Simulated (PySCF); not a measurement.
HO, SMILES [OH] (connectivity only; charge and spin as stated), charge -1, multiplicity 1.

The structure is a stationary point at r2SCAN-D4/def2-TZVPD. The multiplicity is an assumed one; other spin states were not compared.

Two levels are set side by side: PBE/def2-TZVPD (PySCF) and PBE0/def2-TZVPD (PySCF). Same geometry, gas phase. Differences are taken from unrounded values.

```tsv
quantity	PBE0
orbital gap (eV)	5.03
highest occupied level (eV)	0.79
lowest empty level (eV)	5.82
mean polarisability (bohr³)	23.2
```

Q: What does PBE give, and how far is it from PBE0? (The exact figures need the calculation; the answer reports its results.)

A: 
```csv
quantity,PBE,PBE minus PBE0
orbital gap (eV),3.10,-1.94
highest occupied level (eV),2.11,1.32
lowest empty level (eV),5.20,-0.62
mean polarisability (bohr³),26.9,3.7
```

Without exact exchange PBE keeps part of each electron's self-repulsion, which lifts occupied levels and narrows the gap. Loosely held outer electrons make PBE densities more polarisable. Differences between two approximate levels are no errors against the true value.
